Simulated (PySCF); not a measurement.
# 2 SiH₂ → SiH + SiH₃

Level: PBE0 in the def2-TZVP basis family, all electrons, no relativity, computed in PySCF with density fitting; open shells unrestricted.

```csv
species,state and structure,E (Eh),ZPE (kJ/mol),H(298 K) − H(0) (kJ/mol),S° (J/(mol K))
SiH₂,"singlet, C2v, Si–H 1.526 Å (×2); H–Si–H 91.1°",-290.48614,30.6,10.0,207.5
SiH,"doublet, C∞v, Si–H 1.532 Å",-289.86414,12.1,8.7,192.7
SiH₃,"doublet, C3v, Si–H 1.486 Å (×3); H–Si–H 111.2° (×3)",-291.10876,55.6,10.4,217.1
```

What is the electronic reaction energy?

At PBE0/def2-TZVP, ΔE = -1.6 kJ/mol from the differences of the total energies times 2625.5, downhill. The bond broken in SiH₂ is weaker than the one that a second molecule gains.

Add zero-point, thermal and entropy terms for 298.15 K and 1 bar.

ΔZPE = 6.5 and Δ[H(298) − H(0)] = -0.9 kJ/mol give ΔH° = 4.0 kJ/mol. ΔS° = -5.2 J/(mol K), so ΔG° = 4.0 − 298.15 × (-0.0052) = 6 kJ/mol and log₁₀K = -1.0.

The entropy of SiH lacks the orbital degeneracy of a ²Π state, up to R ln 2. Each species is the lowest minimum found with this bonding; other isomers or fragments can lie lower.
